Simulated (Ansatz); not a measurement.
Reaction (SMILES): O=[CH] (CH-O) → C atom + H atom + O atom
B3LYP-D3(BJ)/def2-TZVP geometries, fixed; electronic energies without zero-point terms.
Largest species:
```xyz
3

C      0.0497     0.5837    -0.0011
O      0.0741    -0.5878    -0.0009
H     -0.8911     1.2003     0.0145
```
Charge 0, spin multiplicity 2.

Effect of the final integration grid (spheres per factor e of radius in core and valence, angular degree) at PBE0/def2-TZVPP with Ansatz (an electronic-structure program), against the last row, where the atomisation energy is 280.41 kcal/mol. Open shells are unrestricted. The default's grid is 13, 11, 36.

```
setting                     largest shift of a total energy (mEh)  shift of the atomisation energy (kcal/mol)
--------------------------  -------------------------------------  ------------------------------------------
accuracy: medium (default)                                  0.000                                       0.000
final_grid: 4, 3, 11                                        0.829                                      -0.615
final_grid: 6, 5, 17                                       -0.007                                       0.005
final_grid: 8, 7, 23                                       -0.005                                       0.002
final_grid: 10, 9, 29                                       0.000                                       0.000
final_grid: 18, 15, 47                                      0.000                                       0.000
final_grid: 26, 22, 59                                      0.000                                       0.000
```

Within 0.3 kcal/mol in the atomisation energy: accuracy: medium (default); final_grid: 6, 5, 17; final_grid: 8, 7, 23; final_grid: 10, 9, 29; final_grid: 18, 15, 47. The largest shift is 0.829 mEh in a total energy and 0.615 kcal/mol in the difference.
